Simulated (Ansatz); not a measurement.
Reaction (SMILES): CC#C → [C-]#CC + H+
B3LYP-D3(BJ)/def2-TZVP geometries, fixed; electronic energies without zero-point terms.
Largest species:
```xyz
7

C     -0.0011    -0.0004     0.2181
C     -0.0068    -0.0029     1.4176
C      0.0060     0.0025    -1.2360
H     -0.0119    -0.0051     2.4795
H      0.0152     1.0232    -1.6237
H      0.8874    -0.5130    -1.6226
H     -0.8790    -0.5002    -1.6311
```

The deprotonation energy at MP2 with Ansatz (a program for electronic structure), in kcal/mol, split into its Hartree-Fock and correlation parts. Cores are frozen. The proton leaves the site shown, which need not be the most acidic. No added dispersion term, no relativity. Functions are those of the species that has most. These sets lack the diffuse functions that anions need.

| basis | X | functions | Hartree-Fock | MP2 |
|---|---|---|---|---|
| cc-pVDZ | 2 | 62 | 400.32 | 399.66 |
| cc-pVTZ | 3 | 146 | 397.85 | 395.16 |
| cc-pVQZ | 4 | 285 | 395.57 | 391.64 |

Worked estimate of the basis-set limit from each neighbouring pair, with Hartree-Fock from the larger set and the correlation part extrapolated as X^-3.
Correlation parts: X = 2: -0.66, X = 3: -2.69, X = 4: -3.93.
- (2,3): (27·(-2.69) - 8·(-0.66))/19 = -3.54; with Hartree-Fock 397.85 the estimate is 394.31 kcal/mol.
- (3,4): (64·(-3.93) - 27·(-2.69))/37 = -4.83; with Hartree-Fock 395.57 the estimate is 390.74 kcal/mol.
The last two estimates differ by 3.57 kcal/mol; the largest set lies 0.90 from the last. Over the last step Hartree-Fock moves by -2.28 and the correlation part by -1.24.
